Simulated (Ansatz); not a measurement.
**Forces away from equilibrium**

HF (SMILES F), singlet, displaced at random from a GFN2-xTB minimum.

```tsv
atom	x (Å)	y (Å)	z (Å)
F1	-0.4958	0.0675	-0.2006
H2	0.2471	-0.0790	0.1595
```

Ansatz 0.2.0; basis: def2-TZVPP; cores frozen in the correlated methods.

CCSD(T) forces from the calculation:
```tsv
atom	Fx	Fy	Fz (eV/Å)
F1	-5.714	1.127	-2.770
H2	5.714	-1.127	2.770
```

Root-mean-square difference of the force components from those of CCSD(T): PBE0-D4 0.034; wB97M-V 0.106; r2SCAN-D4 0.107; PBE-D4 0.441; BLYP-D4 0.508; r2SCANh-D4 0.005 eV/Å.

The T1 diagnostic stays at or below 0.008. These are differences at one structure, and CCSD(T) in triple zeta is itself an approximation.

For scale, one of the runs: CCSD(T)/def2-TZVPP forces, 45 basis functions (an equivalent command: `ansatz run in.yaml --threads 4`). The run took about 0.79 s on 4 CPU threads (shared host).
